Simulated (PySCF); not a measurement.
SiH4, SMILES [SiH4].

Geometry: ωB97X-D3(BJ)/def2-TZVPD. The isomer is the one that the SMILES or the coordinates give; other isomers of the formula were not compared.

Two levels are set side by side: TDA-PBE/def2-TZVPD (PySCF) and TDA-ωB97X/def2-TZVPD (PySCF). Vertical, same geometry. The lowest singlet is HOMO→LUMO 96 % with PBE and HOMO−1→LUMO+1 47 %, HOMO→LUMO+3 47 % with the other functional; states are paired by order. Differences are taken from unrounded values.

```csv
quantity,TDA-ωB97X,TDA-PBE,TDA-PBE minus TDA-ωB97X
lowest singlet excitation (eV),9.27,8.46,-0.82
lowest triplet excitation (TDA) (eV),8.93,7.87,-1.06
first bright state (f over 0.05) (eV),9.60,8.46,-1.14
its oscillator strength,0.22,0.10,-0.12
```

A lower first singlet is the usual sign of a functional without exact exchange. Differences between two approximate levels are no errors against the true value.

Rough cost on one machine, each run with all the roots and properties that it gave: TDA-ωB97X against TDA-PBE about 2 times.
